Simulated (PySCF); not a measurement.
Bond curve of LiH

Set-up: PySCF, no relativity, basis sets Li def2-TZVP, H def2-TZVP. Energies in eV from Li + H in their ground configurations at the same level. State: ¹Σ⁺ (singlet), closed shell.

All columns are PBE0. A positive dipole means Li(−)H(+).

```csv
R (Å),E (eV),μ (D),Mulliken charge on Li (basis-dependent),HOMO (eV),LUMO (eV),Mayer bond order,⟨S²⟩
1.373,-2.030,-5.42,0.38,-5.61,-0.87,0.85,0.00
1.437,-2.143,-5.52,0.37,-5.57,-0.91,0.86,0.00
1.501,-2.210,-5.62,0.36,-5.54,-0.95,0.87,0.00
1.549,-2.236,-5.70,0.36,-5.51,-0.98,0.87,0.00
1.597,-2.244,-5.78,0.36,-5.47,-1.02,0.87,0.00
1.645,-2.237,-5.87,0.35,-5.44,-1.06,0.87,0.00
1.709,-2.209,-5.98,0.35,-5.39,-1.11,0.88,0.00
1.789,-2.150,-6.13,0.35,-5.33,-1.18,0.88,0.00
1.885,-2.051,-6.31,0.35,-5.26,-1.26,0.88,0.00
2.012,-1.891,-6.56,0.34,-5.16,-1.38,0.88,0.00
```

A fit through these points gives, at Re = 1.598 Å, μ = -5.78 D and dμ/dR = -1.74 D/Å; the reduced mass is 0.8812 u.

Q: How strong is the fundamental in the double-harmonic approximation, I = 42.26·(dμ/dR)²/μred km/mol?

A: I = 42.26·(-1.74)²/0.8812 = 145 km/mol at PBE0.
